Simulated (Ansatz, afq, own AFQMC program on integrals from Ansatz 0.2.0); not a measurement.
# SiNH4 (quartet): AFQMC on the coupled-cluster ladder at distance Si1–H5 along a hydrogen transfer = 1.634 Å, cc-pVTZ

Aim: compute SiNH4 (quartet) with auxiliary-field quantum Monte Carlo on the same integrals as coupled cluster, and set the energies side by side.

The runs use Ansatz 0.2.0, Gaussian basis, and an in-house AFQMC program (afq) on its integrals; all values are calculated; cc-pVTZ, frozen cores.

Plan: PBE (unrestricted); r2SCAN (unrestricted); PBE0 (unrestricted); CCSD(T) on UHF; B3LYP (unrestricted); wB97M-V (unrestricted); B2PLYP (unrestricted); Phaseless AFQMC, CISD trial on UHF; Phaseless AFQMC, single-determinant trial on UHF.

### 1 The system

The geometry derives from fragments relaxed apart (PBE0/def2-TZVP) and kept rigid, so it is no stationary point. A hydrogen atom is moved between rigid fragments.

6 atoms, charge 0, spin multiplicity 4.

Atoms are counted from 1 here; the program's logs count them from 0.

Bond lengths: Si1–H2 1.485 Å, Si1–H3 1.485 Å, Si1–H4 1.485 Å, Si1–H5 1.634 Å, H5–N6 1.239 Å. Angles: H2–Si1–H3 109.5°, H2–Si1–H4 109.5°, H2–Si1–H5 109.5°, H3–Si1–H4 109.5°, H3–Si1–H5 109.5°, H4–Si1–H5 109.5°, Si1–H5–N6 180.0°.

### 2 PBE (unrestricted)

in.yaml reads:

```yaml
crystal:
  periodic: [false, false, false]
  atoms:
    - {symbol: Si, position_ang: [-0.875723, 0.000000, 0.000000]}
    - {symbol: H, position_ang: [-1.370595, 1.399708, 0.000000]}
    - {symbol: H, position_ang: [-1.370595, -0.699854, 1.212183]}
    - {symbol: H, position_ang: [-1.370595, -0.699854, -1.212183]}
    - {symbol: H, position_ang: [0.758277, 0.000000, 0.000000]}
    - {symbol: N, position_ang: [1.997277, 0.000000, 0.000000]}
basis:
  gaussian: {orbitals: cc-pVTZ}
magnetization: {spin_polarized: true, initial_magnetization: 3}
hamiltonian: {xc: {name: PBE}}
output: {orbitals: {seedname: orbitals}}
```

Command:

```sh
$ ansatz run in.yaml --threads 1 --pin off --events-out ev --progress --plain --max-ram 5632MiB --backend cpu
```

Standard output:

```text
Functional definition: PBE
  name "PBE"
  cite "Perdew, Burke & Ernzerhof, Phys. Rev. Lett. 77, 3865 (1996) doi:10.1103/PhysRevLett.77.3865"
  parent pbe
  parameter kappa = 0.804
  parameter beta = 0.06672455060314922
  exchange = pbe_x(kappa = kappa, mu = beta*pi^2/3)
  correlation = pbe_c(beta = beta)
690 factors; their error is unknown
mean field evaluation 1: about -9420.5601 eV, gradient 1.4e1 eV
mean field evaluation 2: about -9420.7928 eV, gradient 1.4e1 eV
mean field evaluation 4: about -9421.7359 eV, gradient 9.6e-1 eV
mean field evaluation 8: about -9421.7142 eV, gradient 1.5e-1 eV
mean field evaluation 16: about -9421.7142 eV, gradient 5.0e-5 eV
mean field -9421.71422299 eV, -346.2416114275 hartree, gradient 5.0e-5 eV, S^2 3.756198; 0 other end points of the search recorded, 0 dependent functions left out
reference -9421.71425635 eV, -346.2416126534 hartree; 14, 11 occupied and 106, 109 virtual orbitals, 690 factors
Total energy: -9421.71425635 eV, -346.2416126534 hartree
```

Run time: 1.7 s. Hardware: 1 thread of AMD EPYC 7R13 (Zen 3), shared host; peak memory 2.1 GiB.

From the report: ⟨S²⟩ of the determinant 3.756 (pure quartet: 3.75).

### 3 r2SCAN (unrestricted)

in.yaml, as its differences from that of step 2:

```diff
@@ -12,3 +12,2 @@
 magnetization: {spin_polarized: true, initial_magnetization: 3}
-hamiltonian: {xc: {name: PBE}}
-output: {orbitals: {seedname: orbitals}}
+hamiltonian: {xc: {name: r2SCAN}}
```

The command is unchanged.

Standard output:

```text
Functional definition: r2SCAN
  name "r2SCAN"
  cite "Furness, Kaplan, Ning, Perdew & Sun, J. Phys. Chem. Lett. 11, 8208 (2020) doi:10.1021/acs.jpclett.0c02405"
  cite "Furness, Kaplan, Ning, Perdew & Sun, J. Phys. Chem. Lett. 11, 9248 (2020) doi:10.1021/acs.jpclett.0c03077"
  parent r2scan
  parameter k0 = 0.174
  parameter k1 = 0.065
  parameter a1 = 4.9479
  exchange = r2scan_x(k0 = k0, k1 = k1, a1 = a1)
  correlation = r2scan_c
690 factors; their error is unknown
mean field evaluation 1: about -9425.6636 eV, gradient 1.2e1 eV
mean field evaluation 2: about -9426.0789 eV, gradient 9.2e0 eV
mean field evaluation 4: about -9426.4687 eV, gradient 9.2e-1 eV
mean field evaluation 8: about -9426.4424 eV, gradient 1.6e-1 eV
mean field evaluation 16: about -9426.4425 eV, gradient 6.2e-5 eV
mean field -9426.44249033 eV, -346.4153720473 hartree, gradient 6.2e-5 eV, S^2 3.763273; 0 other end points of the search recorded, 0 dependent functions left out
reference -9426.44250190 eV, -346.4153724728 hartree; 14, 11 occupied and 106, 109 virtual orbitals, 690 factors
Total energy: -9426.44250190 eV, -346.4153724728 hartree
```

Wall time 3.2 s (1 thread of AMD EPYC 7R13 (Zen 3), shared host); peak memory 2.1 GiB.

From the report: ⟨S²⟩ of the determinant 3.763 (pure quartet: 3.75).

### 4 PBE0 (unrestricted)

in.yaml, as its differences from that of step 3:

```diff
@@ -12,2 +12,3 @@
 magnetization: {spin_polarized: true, initial_magnetization: 3}
-hamiltonian: {xc: {name: r2SCAN}}
+hamiltonian: {xc: {name: PBE0}}
+output: {orbitals: {seedname: orbitals}}
```

Launched as before.

Standard output:

```text
Functional definition: PBE0
  name "PBE0"
  cite "Adamo & Barone, J. Chem. Phys. 110, 6158 (1999) doi:10.1063/1.478522"
  cite "Perdew, Burke & Ernzerhof, Phys. Rev. Lett. 77, 3865 (1996) doi:10.1103/PhysRevLett.77.3865"
  parent pbe
  parameter a = 0.25
  parameter kappa = 0.804
  parameter beta = 0.06672455060314922
  exchange = (1 - a)*pbe_x(kappa = kappa, mu = beta*pi^2/3) + a*exact_x
  correlation = pbe_c(beta = beta)
702 factors; their error is unknown
mean field evaluation 1: about -9422.2073 eV, gradient 9.5e0 eV
mean field evaluation 2: about -9422.5396 eV, gradient 5.7e0 eV
mean field evaluation 4: about -9422.6897 eV, gradient 5.4e-1 eV
mean field evaluation 8: about -9422.7230 eV, gradient 1.4e-1 eV
mean field evaluation 16: about -9422.7230 eV, gradient 1.5e-5 eV
mean field -9422.72301356 eV, -346.2786837972 hartree, gradient 1.5e-5 eV, S^2 3.760920; 0 other end points of the search recorded, 0 dependent functions left out
reference -9422.72303869 eV, -346.2786847207 hartree; 14, 11 occupied and 106, 109 virtual orbitals, 702 factors
Total energy: -9422.72303869 eV, -346.2786847207 hartree
```

Run time: 2 s. Hardware: 1 thread of AMD EPYC 7R13 (Zen 3), shared host; peak memory 2.1 GiB.

From the report: ⟨S²⟩ of the determinant 3.761 (pure quartet: 3.75).

### 5 CCSD(T) on UHF

in.yaml, as its differences from that of step 4:

```diff
@@ -12,3 +12,2 @@
 magnetization: {spin_polarized: true, initial_magnetization: 3}
-hamiltonian: {xc: {name: PBE0}}
-output: {orbitals: {seedname: orbitals}}
+correlation: {method: ccsd_t, electrons: outside_noble_gas, hamiltonian_folder: ham}
```

Command:

```sh
$ ansatz run in.yaml --threads 1 --pin off --events-out ev --progress --plain --max-ram 16896MiB --backend cuda --devices 0, --max-vram 18GiB
```

Standard output, cut to the lines that bear on the results:

```text
Functional definition: HF
  name "HF"
  cite "Fock, Z. Phys. 61, 126 (1930) doi:10.1007/BF01340294"
  parent pbe
[...]
685 factors; integrals over basis functions are off by at most 1.1e-3 eV
[...]
mean field -9404.15593895 eV, -345.5963563907 hartree, gradient 3.0e-6 eV, S^2 3.788947; 0 other end points of the search recorded, 0 dependent functions left out
6 core orbitals not correlated: weight in the atoms' cores, before any rotation towards them, 1.000 or more for the frozen orbitals, at most 0.000 for the correlated occupied ones
reference -9404.15593895 eV, -345.5963563907 hartree; 8, 5 occupied and 106, 109 virtual orbitals, 685 factors
second order -7.12238828 eV of doubles, -0.00000000 eV of singles
cycle   1  -8.01004319 eV  change   -8.9e-1 eV  update   7.1e-2
[...]
cycle  10  -8.38904811 eV  change    4.9e-6 eV  update   1.3e-5
perturbative correction -0.24646750 eV, -0.0090575134 hartree
Total energy: -9412.79145455 eV, -345.9137057356 hartree
```

Wall time 7 s (1 × NVIDIA H100 80GB HBM3 with 1 thread of AMD EPYC 7R13 (Zen 3), shared host); peak host memory 2.1 GiB.

From the report: ⟨S²⟩ of the determinant 3.789 (pure quartet: 3.75); correlation -8.6355 eV; T1 0.017; largest double amplitude 0.03.

This run also writes the integrals to the folder ham.

### 6 B3LYP (unrestricted)

in.yaml, as its differences from that of step 5:

```diff
@@ -12,2 +12,2 @@
 magnetization: {spin_polarized: true, initial_magnetization: 3}
-correlation: {method: ccsd_t, electrons: outside_noble_gas, hamiltonian_folder: ham}
+hamiltonian: {xc: {name: B3LYP}}
```

Command:

```sh
$ ansatz run in.yaml --threads 1 --pin off --events-out ev --progress --plain --max-ram 5632MiB --backend cpu
```

Standard output, cut to the lines that bear on the results:

```text
Functional definition: B3LYP
  name "B3LYP"
  cite "Stephens, Devlin, Chabalowski & Frisch, J. Phys. Chem. 98, 11623 (1994) doi:10.1021/j100096a001"
  cite "Becke, Phys. Rev. A 38, 3098 (1988) doi:10.1103/PhysRevA.38.3098"
  cite "Lee, Yang & Parr, Phys. Rev. B 37, 785 (1988) doi:10.1103/PhysRevB.37.785"
  cite "Vosko, Wilk & Nusair, Can. J. Phys. 58, 1200 (1980) doi:10.1139/p80-159"
[...]
699 factors; their error is unknown
[...]
mean field -9428.66303617 eV, -346.4969756018 hartree, gradient 1.7e-5 eV, S^2 3.759172; 0 other end points of the search recorded, 0 dependent functions left out
reference -9428.66325394 eV, -346.4969836047 hartree; 14, 11 occupied and 106, 109 virtual orbitals, 699 factors
Total energy: -9428.66325394 eV, -346.4969836047 hartree
```

Wall time 1.9 s (1 thread of AMD EPYC 7R13 (Zen 3), shared host); peak memory 2.1 GiB.

From the report: ⟨S²⟩ of the determinant 3.759 (pure quartet: 3.75).

### 7 wB97M-V (unrestricted)

in.yaml, as its differences from that of step 6:

```diff
@@ -12,2 +12,3 @@
 magnetization: {spin_polarized: true, initial_magnetization: 3}
-hamiltonian: {xc: {name: B3LYP}}
+hamiltonian: {xc: {name: wB97M-V}}
+output: {orbitals: {seedname: orbitals}}
```

Same command.

Standard output, cut to the lines that bear on the results:

```text
Functional definition: wB97M-V
  name "wB97M-V"
  cite "Mardirossian & Head-Gordon, J. Chem. Phys. 144, 214110 (2016) doi:10.1063/1.4952647"
  cite "Becke, J. Chem. Phys. 107, 8554 (1997) doi:10.1063/1.475007"
  cite "Vydrov & Van Voorhis, J. Chem. Phys. 133, 244103 (2010) doi:10.1063/1.3521275"
  # Of w^i u^j: cxij and so on, Table III.
[...]
  gx(w, u) = 1 - cx + cx01*u + cx10*w
  gss(w, u) = css00 + css04*u^4 + css10*w + css20*w^2 + css43*w^4*u^3
  gos(w, u) = cos00 + cos10*w + (cos20 + cos21*u)*w^2 + (cos60 + cos61*u)*w^6
[...]
      + integral(e_c_pw_mod_opposite_spin*gos(b97_w_opposite, b97_u_opposite)) + vv10(b, c)
699 factors; their error is unknown
163 factors; integrals over basis functions are off by at most 6.8e-5 eV
[...]
mean field -9426.24862557 eV, -346.4082476489 hartree, gradient 6.8e-5 eV, S^2 3.759818; 0 other end points of the search recorded, 0 dependent functions left out
reference -9426.24866478 eV, -346.4082490899 hartree; 14, 11 occupied and 106, 109 virtual orbitals, 699 factors
Total energy: -9426.24866478 eV, -346.4082490899 hartree
```

It took 6 s on 1 thread of AMD EPYC 7R13 (Zen 3), shared host; peak memory 2.1 GiB.

From the report: ⟨S²⟩ of the determinant 3.760 (pure quartet: 3.75).

### 8 B2PLYP (unrestricted)

in.yaml, as its differences from that of step 7:

```diff
@@ -12,3 +12,3 @@
 magnetization: {spin_polarized: true, initial_magnetization: 3}
-hamiltonian: {xc: {name: wB97M-V}}
-output: {orbitals: {seedname: orbitals}}
+hamiltonian: {xc: {name: B2PLYP}}
+correlation: {electrons: outside_noble_gas}
```

The command is unchanged.

Standard output, cut to the lines that bear on the results:

```text
Functional definition: B2PLYP
  name "B2PLYP"
  cite "Grimme, J. Chem. Phys. 124, 034108 (2006) doi:10.1063/1.2148954"
  cite "Becke, Phys. Rev. A 38, 3098 (1988) doi:10.1103/PhysRevA.38.3098"
  cite "Lee, Yang & Parr, Phys. Rev. B 37, 785 (1988) doi:10.1103/PhysRevB.37.785"
[...]
685 factors; integrals over basis functions are off by at most 1.1e-3 eV
[...]
mean field -9420.88244153 eV, -346.2110440229 hartree, gradient 8.6e-6 eV, S^2 3.768852; 0 other end points of the search recorded, 0 dependent functions left out
6 core orbitals not correlated: weight in the atoms' cores, before any rotation towards them, 1.000 or more for the frozen orbitals, at most 0.000 for the correlated occupied ones
reference -9420.88257940 eV, -346.2110490895 hartree; 8, 5 occupied and 106, 109 virtual orbitals, 685 factors
second order -8.81457458 eV of doubles, -0.00000000 eV of singles
Total energy: -9423.26251454 eV, -346.2985100926 hartree
```

Wall time 2.8 s (1 thread of AMD EPYC 7R13 (Zen 3), shared host); peak memory 2.1 GiB.

From the report: ⟨S²⟩ of the determinant 3.769 (pure quartet: 3.75).

### 9 Phaseless AFQMC, CISD trial on UHF

It reads the integrals that the CCSD(T) run on this determinant wrote.

Command:

```sh
$ afq ham --method phaseless --trial cisd --walkers 600 --populations 10 --least-time 60 --time-step 0.005 --steps-per-block 50 --equilibration-blocks 28 --max-blocks 4000 --target-error 0.00021 --factor-cut 1e-05 --start spin_pure --seed 9256 --release-times 0.24,0.51,0.99,1.62,2.4 --release-step 0.03 --release-every 3 --taylor-order 6
```

Standard output:

```text
orbitals 114  electrons 8 5  factors 681 of 685
reference energy -345.59635639 Eh
CCSD correlation -0.30829205 Eh in 12 cycles, weight of the determinant in the CISD state 0.8700
energy of the start -345.903074 Eh
 block  time / (1/Eh)  mean weight  energy / Eh
     1     0.250  1.0005  -345.900005
     2     0.500  0.9998  -345.903096
     3     0.750  0.9998  -345.907158
     4     1.000  1.0001  -345.909436
     5     1.250  1.0007  -345.911237
     6     1.500  1.0006  -345.911700
     7     1.750  0.9989  -345.911658
     8     2.000  1.0003  -345.912009
     9     2.250  1.0009  -345.913791
    10     2.500  0.9992  -345.914192
    13     3.250  1.0011  -345.915111
    17     4.250  1.0001  -345.915740
    21     5.250  1.0008  -345.914698
    25     6.250  0.9998  -345.914152
    29     7.250  1.0008  -345.913983
    33     8.250  0.9994  -345.914645
    37     9.250  1.0005  -345.914525
    41    10.250  1.0000  -345.914623
    45    11.250  0.9984  -345.914781
    49    12.250  0.9999  -345.914647
    53    13.250  1.0010  -345.916895
    57    14.250  0.9998  -345.914534
    61    15.250  1.0005  -345.914460
    65    16.250  1.0013  -345.915047
    69    17.250  1.0003  -345.916034
    73    18.250  1.0009  -345.914521
    77    19.250  0.9997  -345.915912
    81    20.250  0.9992  -345.914234
    85    21.250  0.9998  -345.915322
    89    22.250  1.0009  -345.912849
    93    23.250  1.0004  -345.915251
    97    24.250  0.9999  -345.914457
   101    25.250  1.0003  -345.913342
   105    26.250  1.0002  -345.913324
   109    27.250  1.0002  -345.914215
   113    28.250  0.9998  -345.916298
   117    29.250  0.9996  -345.914870
   121    30.250  0.9993  -345.916284
   125    31.250  1.0005  -345.915522
   129    32.250  1.0003  -345.914432
   133    33.250  1.0006  -345.915032
   137    34.250  0.9991  -345.914713
   141    35.250  0.9986  -345.914452
   145    36.250  0.9995  -345.914344
   149    37.250  1.0008  -345.914391
   153    38.250  0.9996  -345.915553
   157    39.250  1.0002  -345.914798
   161    40.250  1.0004  -345.915663
   165    41.250  1.0001  -345.918196
   169    42.250  0.9991  -345.915996
   173    43.250  0.9996  -345.916548
error from the spread of 10 populations
released: time / (1/Eh)  energy / Eh  error  mean overlap
  0.24  -345.915414  0.000220  0.9967
  0.51  -345.915423  0.000200  0.9943
  0.99  -345.915315  0.000235  0.9895
  1.62  -345.915618  0.000272  0.9810
  2.40  -345.915649  0.000304  0.9666
energy -345.915150 +/- 0.000216 Eh
```

It took 3.8 min on 1 × NVIDIA H100 80GB HBM3 with 2 threads of AMD EPYC 7R13 (Zen 3), shared host; peak host memory 2.1 GiB.

Energy -9412.8308 ± 0.0059 eV. Caveats: constraint bias not in the error.

### 10 Phaseless AFQMC, single-determinant trial on UHF

It reads the integrals that the CCSD(T) run on this determinant wrote.

Command:

```sh
$ afq ham --method phaseless --trial hf --walkers 600 --populations 10 --least-time 40 --time-step 0.005 --steps-per-block 20 --equilibration-blocks 112 --max-blocks 4000 --target-error 0.0010500000000000002 --factor-cut 1e-05 --start spin_pure --seed 8149 --taylor-order 6
```

Standard output:

```text
orbitals 114  electrons 8 5  factors 681 of 685
reference energy -345.59635639 Eh
CCSD correlation -0.30829205 Eh in 12 cycles, weight of the determinant in the CISD state 0.8700
energy of the start -345.597328 Eh
 block  time / (1/Eh)  mean weight  energy / Eh
     1     0.100  1.0024  -345.680471
     2     0.200  1.0026  -345.730602
     3     0.300  1.0017  -345.767424
     4     0.400  1.0014  -345.792060
     5     0.500  1.0016  -345.820212
     6     0.600  1.0021  -345.832118
     7     0.700  1.0018  -345.843331
     8     0.800  1.0002  -345.852909
     9     0.900  1.0010  -345.859318
    10     1.000  1.0000  -345.867008
    11     1.100  0.9999  -345.868036
    16     1.600  0.9998  -345.898300
    21     2.100  1.0006  -345.906741
    26     2.600  0.9995  -345.908980
    31     3.100  1.0000  -345.915653
    36     3.600  0.9992  -345.908869
    41     4.100  0.9995  -345.906532
    46     4.600  0.9997  -345.905415
    51     5.100  0.9996  -345.920516
    56     5.600  1.0008  -345.929562
    61     6.100  1.0003  -345.906921
    66     6.600  1.0005  -345.926491
    71     7.100  1.0002  -345.921030
    76     7.600  1.0005  -345.914703
    81     8.100  0.9989  -345.912337
    86     8.600  1.0011  -345.919781
    91     9.100  0.9996  -345.925788
    96     9.600  0.9996  -345.923888
   101    10.100  1.0005  -345.924384
   106    10.600  0.9996  -345.912572
   111    11.100  1.0009  -345.907561
   116    11.600  1.0001  -345.918652
   121    12.100  0.9998  -345.917538
   126    12.600  1.0001  -345.920698
   131    13.100  0.9999  -345.913412
   136    13.600  0.9989  -345.911964
   141    14.100  1.0007  -345.912972
   146    14.600  1.0003  -345.931849
   151    15.100  0.9998  -345.923768
   156    15.600  1.0003  -345.918190
   161    16.100  1.0002  -345.924945
   166    16.600  1.0005  -345.923728
   171    17.100  1.0006  -345.910357
   176    17.600  0.9992  -345.903947
   181    18.100  0.9996  -345.934936
   186    18.600  0.9987  -345.918072
   191    19.100  1.0000  -345.924358
   196    19.600  1.0000  -345.907175
   201    20.100  1.0000  -345.908842
error from the spread of 10 populations
energy -345.917398 +/- 0.000943 Eh
```

Wall time 26 s (1 × NVIDIA H100 80GB HBM3 with 2 threads of AMD EPYC 7R13 (Zen 3), shared host); peak host memory 2.1 GiB.

Energy -9412.8919 ± 0.0256 eV. Caveats: constraint bias not in the error.

### 11 All levels side by side

On the UHF determinant, counted from CCSD(T) (a yardstick, not exact):

```csv
level,energy (eV),from CCSD(T) (kcal/mol),statistical error (kcal/mol),time
HF,-9404.1559,+199.14,,
MP2,-9411.2783,+34.89,,
CCSD,-9412.5450,+5.68,,
CCSD(T),-9412.7915,0.00,,
"Phaseless AFQMC, CISD trial, step 0.005, 600 walkers",-9412.8308,-0.91,0.14,3.8 min
"Phaseless AFQMC, single-determinant trial, step 0.005, 600 walkers",-9412.8919,-2.32,0.59,26 s
```

The functionals' totals stand on their own zeros and serve differences with other points: PBE -9421.714 eV; r2SCAN -9426.443 eV; PBE0 -9422.723 eV; B3LYP -9428.663 eV; wB97M-V -9426.249 eV; B2PLYP -9423.263 eV.

### 12 Results

| quantity | value |
| --- | --- |
| Phaseless AFQMC, CISD trial on UHF from CCSD(T) | -0.91 ± 0.14 kcal/mol |
| Phaseless AFQMC, single-determinant trial on UHF from CCSD(T) | -2.32 ± 0.59 kcal/mol |

**Reading.** On UHF the phaseless walk with the CISD trial lies -0.91 kcal/mol from CCSD(T), 7 times its error bar. Error bars are statistical and leave out the constraint, the time step and what remains of the start.
